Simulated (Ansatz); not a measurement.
# AlH₂F+ (doublet): the correlation ladder, cc-pVTZ

An exercise on one series of results from a longer session: the logs are not shown, and one member is left open.

Program: Ansatz 0.2.0, Gaussian basis. Level of theory: cc-pVTZ, core rule «outside noble gas», up to 6 orbitals frozen. These are calculated values, not measurements.

To be run: UHF; CCSD(T) on ROHF; CCSD(T) on UHF; BCCD(T) on ROHF; CCSDT(Q) on ROHF; CCSDT(Q) on UHF.

9 further runs of the same task are left out: 6 for a known fault of the program, 3 set aside as unsound or not needed.

### The system

The geometry is a PBE0/def2-TZVP stationary point (not a proven minimum) of the parent state, kept for this charge and spin.

4 atoms, charge 1, spin multiplicity 2.

Atoms are counted from 1 here; the program's logs count them from 0.

Bond lengths: Al1–F2 1.650 Å, Al1–H3 1.576 Å, Al1–H4 1.576 Å. Angles: F2–Al1–H3 117.0°, F2–Al1–H4 117.0°, H3–Al1–H4 126.0°.

Set-up of the first run:

in.yaml

```yaml
crystal:
  periodic: [false, false, false]
  atoms:
    - {symbol: Al, position_ang: [0.000000, 0.000000, 0.623040]}
    - {symbol: F, position_ang: [0.000000, 0.000000, -1.026821]}
    - {symbol: H, position_ang: [0.000000, 1.404203, 1.338066]}
    - {symbol: H, position_ang: [0.000000, -1.404203, 1.338066]}
basis:
  gaussian: {orbitals: cc-pVTZ}
total_charge: 1
magnetization: {spin_polarized: true, initial_magnetization: 1}
hamiltonian: {xc: hf}
output: {orbitals: {seedname: orbitals}}
```

Launch:

```console
> ansatz run in.yaml --threads 1 --pin off --events-out ev --progress --plain --max-ram 4096MiB --backend cpu
```

Steps of the session up to this table: UHF; CCSD(T) on ROHF; CCSD(T) on UHF; BCCD(T) on ROHF; CCSDT(Q) on ROHF; CCSDT(Q) on UHF.

One of the session's tables, all rows but one given; the rest of the session is left out.

| method | from RCCSDT(Q) (kcal/mol) |
| --- | --- |
| UHF | +213.43 |
| RMP2 | +14.54 |
| UMP2 | +15.43 |
| RCCSD | +6.93 |
| UCCSD | +6.71 |
| RCCSD(T) | +0.41 |
| UCCSD(T) | ? |
| BCCD(T) | +0.33 |
| RCCSDT | +0.13 |
| UCCSDT | +0.13 |
| RCCSDT(Q) | 0 |
| UCCSDT(Q) | -0.17 |

Q: Estimate the row for UCCSD(T) from the others.

**Answer.** from RCCSDT(Q) (kcal/mol): +0.42. In the column «from RCCSDT(Q) (kcal/mol)» it lies between RCCSD(T) (+0.41) and UCCSD (+6.71).

Left out of the table: ROHF (another determinant or state than the rows shown).

Caveats from the session: The report flags that the cluster equations may have other roots. The program flags RCCSD(T), UCCSD(T), BCCD(T), RCCSDT(Q), UCCSDT(Q) as in doubt, so the zero of the table is itself unsure. Warnings: coupled cluster took another determinant than the lowest. Restricted and unrestricted rows rest on different reference determinants; where their highest levels disagree by more than a few hundredths of an eV, they describe different states and don't form one ladder.
